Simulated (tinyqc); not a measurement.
Inside a calculation. Method: RHF in the sto-6g basis, for H2F+, spin multiplicity 1. One step of it, computed by the program tinyqc.

Problem. Iteration 2: building the Fock matrix. J_ij = sum D_kl (ij|kl), K_ij = sum D_kl (ik|jl); F = H + J - 0.5 K; E = tr D H + tr D J / 2 - 0.25 tr D K + E_nn.

D after iteration 1:
```
            1F 1s      1F 2s    1F 2px     1F 2py     1F 2pz      2H 1s      3H 1s
1F 1s    2.112570  -0.486529  0.000000   0.000000   0.057614  -0.000160  -0.000160
1F 2s   -0.486529   2.126157  0.000000   0.000000  -0.358828  -0.064306  -0.064306
1F 2px   0.000000   0.000000  2.000000   0.000000   0.000000   0.000000   0.000000
1F 2py   0.000000   0.000000  0.000000   1.098071   0.000000   0.531660  -0.531660
1F 2pz   0.057614  -0.358828  0.000000   0.000000   1.395988   0.467161   0.467161
2H 1s   -0.000160  -0.064306  0.000000   0.531660   0.467161   0.415301  -0.099533
3H 1s   -0.000160  -0.064306  0.000000  -0.531660   0.467161  -0.099533   0.415301
```

core Hamiltonian H = T + V (hartree):
```
             1F 1s       1F 2s     1F 2px     1F 2py     1F 2pz      2H 1s      3H 1s
1F 1s   -41.375611   -9.230121   0.000000   0.000000  -0.012879  -1.286447  -1.286447
1F 2s    -9.230121  -11.342165   0.000000   0.000000  -0.150477  -2.994803  -2.994803
1F 2px    0.000000    0.000000  -9.125016   0.000000   0.000000   0.000000   0.000000
1F 2py    0.000000    0.000000   0.000000  -9.217174   0.000000  -1.650004   1.650004
1F 2pz   -0.012879   -0.150477   0.000000   0.000000  -9.175702  -1.261740  -1.261740
2H 1s    -1.286447   -2.994803   0.000000  -1.650004  -1.261740  -4.961851  -1.083269
3H 1s    -1.286447   -2.994803   0.000000   1.650004  -1.261740  -1.083269  -4.961851
```

Two-electron integrals (ij|kl) in chemists' order, unique and non-zero (hartree):
```
(11|11) 5.406240    (21|11) 0.768129    (21|21) 0.138909    (22|11) 1.266271
(22|21) 0.283987    (22|22) 0.926367    (31|31) 0.029452    (32|31) 0.044681
(32|32) 0.204753    (33|11) 1.266273    (33|21) 0.283987    (33|22) 0.926366
(33|33) 0.998085    (41|41) 0.029452    (42|41) 0.044681    (42|42) 0.204753
(43|43) 0.053789    (44|11) 1.266273    (44|21) 0.283987    (44|22) 0.926366
(44|33) 0.890506    (44|44) 0.998085    (51|51) 0.029452    (52|51) 0.044681
(52|52) 0.204753    (53|53) 0.053789    (54|54) 0.053789    (55|11) 1.266273
(55|21) 0.283987    (55|22) 0.926366    (55|33) 0.890506    (55|44) 0.890506
(55|55) 0.998085    (61|11) 0.113290    (61|21) 0.019646    (61|22) 0.039313
(61|33) 0.039246    (61|41) 0.000687    (61|42) 0.001345    (61|44) 0.039375
(61|51) 0.000510    (61|52) 0.000998    (61|54) 0.000095    (61|55) 0.039317
(61|61) 0.002825    (62|11) 0.294387    (62|21) 0.067051    (62|22) 0.244959
(62|33) 0.241460    (62|41) 0.003914    (62|42) 0.029839    (62|44) 0.248231
(62|51) 0.002902    (62|52) 0.022129    (62|54) 0.005022    (62|55) 0.245184
(62|61) 0.009492    (62|62) 0.081164    (63|31) 0.007344    (63|32) 0.042407
(63|43) 0.006194    (63|53) 0.004594    (63|63) 0.011729    (64|11) 0.163847
(64|21) 0.037835    (64|22) 0.147743    (64|33) 0.141568    (64|41) 0.009248
(64|42) 0.059225    (64|44) 0.157915    (64|51) 0.001412    (64|52) 0.012473
(64|54) 0.007529    (64|55) 0.143745    (64|61) 0.005581    (64|62) 0.060085
(64|64) 0.055825    (65|11) 0.121510    (65|21) 0.028059    (65|22) 0.109568
(65|33) 0.104989    (65|41) 0.001412    (65|42) 0.012473    (65|44) 0.107924
(65|51) 0.008392    (65|52) 0.051657    (65|54) 0.008371    (65|55) 0.115790
(65|61) 0.004139    (65|62) 0.044560    (65|64) 0.032702    (65|65) 0.035981
(66|11) 0.465852    (66|21) 0.108097    (66|22) 0.454729    (66|33) 0.439957
(66|41) 0.007652    (66|42) 0.082033    (66|44) 0.468546    (66|51) 0.005675
(66|52) 0.060837    (66|54) 0.021202    (66|55) 0.455681    (66|61) 0.015402
(66|62) 0.198085    (66|64) 0.169923    (66|65) 0.126016    (66|66) 0.774999
(71|11) 0.113290    (71|21) 0.019646    (71|22) 0.039313    (71|33) 0.039246
(71|41) -0.000687   (71|42) -0.001345   (71|44) 0.039375    (71|51) 0.000510
(71|52) 0.000998    (71|54) -0.000095   (71|55) 0.039317    (71|61) 0.002790
(71|62) 0.009225    (71|64) 0.004979    (71|65) 0.004025    (71|66) 0.014847
(71|71) 0.002825    (72|11) 0.294387    (72|21) 0.067051    (72|22) 0.244959
(72|33) 0.241460    (72|41) -0.003914   (72|42) -0.029839   (72|44) 0.248231
(72|51) 0.002902    (72|52) 0.022129    (72|54) -0.005022   (72|55) 0.245184
(72|61) 0.009225    (72|62) 0.066182    (72|64) 0.033809    (72|65) 0.035298
(72|66) 0.131068    (72|71) 0.009492    (72|72) 0.081164    (73|31) 0.007344
(73|32) 0.042407    (73|43) -0.006194   (73|53) 0.004594    (73|63) 0.009262
(73|73) 0.011729    (74|11) -0.163847   (74|21) -0.037835   (74|22) -0.147743
(74|33) -0.141568   (74|41) 0.009248    (74|42) 0.059225    (74|44) -0.157915
(74|51) -0.001412   (74|52) -0.012473   (74|54) 0.007529    (74|55) -0.143745
(74|61) -0.004979   (74|62) -0.033809   (74|64) -0.008431   (74|65) -0.017679
(74|66) -0.061225   (74|71) -0.005581   (74|72) -0.060085   (74|74) 0.055825
(75|11) 0.121510    (75|21) 0.028059    (75|22) 0.109568    (75|33) 0.104989
(75|41) -0.001412   (75|42) -0.012473   (75|44) 0.107924    (75|51) 0.008392
(75|52) 0.051657    (75|54) -0.008371   (75|55) 0.115790    (75|61) 0.004025
(75|62) 0.035298    (75|64) 0.017679    (75|65) 0.027815    (75|66) 0.076979
(75|71) 0.004139    (75|72) 0.044560    (75|74) -0.032702   (75|75) 0.035981
(76|11) 0.097566    (76|21) 0.022494    (76|22) 0.090303    (76|33) 0.088553
(76|44) 0.090079    (76|51) 0.001512    (76|52) 0.014190    (76|55) 0.092275
(76|61) 0.003154    (76|62) 0.030583    (76|64) 0.019809    (76|65) 0.019192
(76|66) 0.082461    (76|71) 0.003154    (76|72) 0.030583    (76|74) -0.019809
(76|75) 0.019192    (76|76) 0.014870    (77|11) 0.465852    (77|21) 0.108097
(77|22) 0.454729    (77|33) 0.439957    (77|41) -0.007652   (77|42) -0.082033
(77|44) 0.468546    (77|51) 0.005675    (77|52) 0.060837    (77|54) -0.021202
(77|55) 0.455681    (77|61) 0.014847    (77|62) 0.131068    (77|64) 0.061225
(77|65) 0.076979    (77|66) 0.293774    (77|71) 0.015402    (77|72) 0.198085
(77|74) -0.169923   (77|75) 0.126016    (77|76) 0.082461    (77|77) 0.774999
```

nuclear repulsion = 8.85395807 hartree

Give: Coulomb J; exchange K; Fock matrix F; total energy of this density.

Solution.

Coulomb J (hartree):
```
          1F 1s   1F 2s  1F 2px   1F 2py   1F 2pz   2H 1s    3H 1s
1F 1s   19.9238  3.5686  0.0000   0.0000  -0.0063  0.5081   0.5081
1F 2s    3.5686  9.3471  0.0000   0.0000   0.0233  2.4458   2.4458
1F 2px   0.0000  0.0000  9.3684   0.0000   0.0000  0.0000   0.0000
1F 2py   0.0000  0.0000  0.0000   9.3333   0.0000  1.4672  -1.4672
1F 2pz  -0.0063  0.0233  0.0000   0.0000   9.3396  1.0998   1.0998
2H 1s    0.5081  2.4458  0.0000   1.4672   1.0998  4.6539   0.9067
3H 1s    0.5081  2.4458  0.0000  -1.4672   1.0998  0.9067   4.6539
```

exchange K (hartree):
```
          1F 1s    1F 2s  1F 2px   1F 2py   1F 2pz   2H 1s    3H 1s
1F 1s   11.1004   1.7452  0.0000   0.0000   0.0018  0.2694   0.2694
1F 2s    1.7452   3.0029  0.0000   0.0000  -0.0780  0.8512   0.8512
1F 2px   0.0000   0.0000  2.6031   0.0000   0.0000  0.0000   0.0000
1F 2py   0.0000   0.0000  0.0000   2.1154   0.0000  0.5654  -0.5654
1F 2pz   0.0018  -0.0780  0.0000   0.0000   2.2593  0.4674   0.4674
2H 1s    0.2694   0.8512  0.0000   0.5654   0.4674  0.8503   0.2237
3H 1s    0.2694   0.8512  0.0000  -0.5654   0.4674  0.2237   0.8503
```

Fock matrix F (hartree):
```
           1F 1s    1F 2s   1F 2px   1F 2py   1F 2pz    2H 1s    3H 1s
1F 1s   -27.0020  -6.5341   0.0000   0.0000  -0.0201  -0.9130  -0.9130
1F 2s    -6.5341  -3.4965   0.0000   0.0000  -0.0882  -0.9746  -0.9746
1F 2px    0.0000   0.0000  -1.0582   0.0000   0.0000   0.0000   0.0000
1F 2py    0.0000   0.0000   0.0000  -0.9415   0.0000  -0.4655   0.4655
1F 2pz   -0.0201  -0.0882   0.0000   0.0000  -0.9657  -0.3957  -0.3957
2H 1s    -0.9130  -0.9746   0.0000  -0.4655  -0.3957  -0.7331  -0.2884
3H 1s    -0.9130  -0.9746   0.0000   0.4655  -0.3957  -0.2884  -0.7331
```

total energy of this density = -99.748101 hartree
